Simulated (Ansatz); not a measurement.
## Ansatz (development build ahead of 0.2.0) run

```yaml
crystal:
  periodic: [false, false, false]
  atoms:
    - { symbol: H, position_ang: [0.0, 0.0, 0.0] }
    - { symbol: C, position_ang: [0.0, 0.8951, 0.5168] }
    - { symbol: Na, position_ang: [0.0, -1.6481, 0.9515] }
basis:
  gaussian: { orbitals: pcseg-2 }
magnetization:
  spin_polarized: true
hamiltonian:
  xc: hf
```

The input is written out in the form of the current development build from the run's settings.

The run gave:

| Item | Value |
| --- | --- |
| Converged | yes |
| Total energy | -200.11889 hartree |
| Spin squared of the determinant | 1.002 |
| Stability test | minimum |

Caution: the unrestricted determinant is a mixture of spin states.
